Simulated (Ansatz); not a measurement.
Job for Ansatz (a program for electronic structure): R-CCSD(T)/aug-cc-pVDZ on C2H2 (SMILES C#C) with ghost functions.

Ansatz 0.2 input:
```yaml
crystal:
  periodic: [false, false, false]
  atoms:
    - {symbol: C, position_ang: [-0.00589739, 0.06780612, 1.94005495]}
    - {symbol: H, position_ang: [-0.00250339, 0.03407112, 0.87675795]}
    - {symbol: C, position_ang: [-0.00983439, 0.10609612, 3.15152095]}
    - {symbol: H, position_ang: [-0.01310039, 0.13947212, 4.21243195]}
basis:
  gaussian:
    orbitals: aug-cc-pVDZ
    ghost_atoms:
      - {symbol: C, position_ang: [-0.59805939, -0.08688688, -2.54707305]}
      - {symbol: H, position_ang: [-1.66006439, -0.08684388, -2.55299405]}
      - {symbol: C, position_ang: [0.61377961, -0.08698088, -2.54384405]}
      - {symbol: H, position_ang: [1.67580561, -0.08710988, -2.54404005]}
magnetization: {spin_polarized: false}
correlation: {method: ccsd_t, electrons: outside_noble_gas}
scf: {lower_state_search: off}
```

Program output:

```
WARN ansatz: RAYON_NUM_THREADS=2 ignored (pool sized by the plan → 2); use --threads N
Functional definition: HF
these checks for a lower state are left out or cut short: stability, starts, cluster_reference, orbital_swaps, neighbouring_geometries, increment
integrals: 0.22 GiB planned
1068 factors; integrals over basis functions are off by at most 1.1e-3 eV
mean field: 0.22 GiB planned
mean field evaluation 1: about -2089.1077 eV, gradient 2.3e1 eV
mean field evaluation 2: about -2089.1079 eV, gradient 2.3e1 eV
mean field evaluation 4: about -2090.5857 eV, gradient 1.6e0 eV
mean field evaluation 8: about -2090.5957 eV, gradient 3.8e-5 eV
mean field -2090.59571806 eV, -76.8279755821 hartree, gradient 9.6e-7 eV, S^2 0.000000; 0 other end points of the search recorded, 0 dependent functions left out
2 core orbitals not correlated
reference -2090.59571806 eV, -76.8279755821 hartree; 5, 5 occupied and 121, 121 virtual orbitals, 1068 factors
second order -7.19503146 eV of doubles, -0.00000000 eV of singles
coupled cluster: 0.66 GiB planned
cycle   1  -7.32304423 eV  change   -1.3e-1 eV  update   6.7e-2
cycle   2  -7.56035829 eV  change   -2.4e-1 eV  update   2.3e-2
cycle   3  -7.61899268 eV  change   -5.9e-2 eV  update   1.1e-2
cycle   4  -7.62518892 eV  change   -6.2e-3 eV  update   3.3e-3
cycle   5  -7.62657052 eV  change   -1.4e-3 eV  update   8.2e-4
cycle   6  -7.62666252 eV  change   -9.2e-5 eV  update   2.1e-4
cycle   7  -7.62673803 eV  change   -7.6e-5 eV  update   5.0e-5
cycle   8  -7.62676265 eV  change   -2.5e-5 eV  update   1.8e-5
cycle   9  -7.62675962 eV  change    3.0e-6 eV  update   5.3e-6
perturbative correction -0.33908702 eV, -0.0124612183 hartree
Total energy: -2098.56156470 eV, -77.1207150467 hartree
Checks for a lower state left out: stability, starts, cluster_reference, orbital_swaps, neighbouring_geometries, increment
```

The calculation finished and met its thresholds.

Cost: roughly 14 core-seconds.
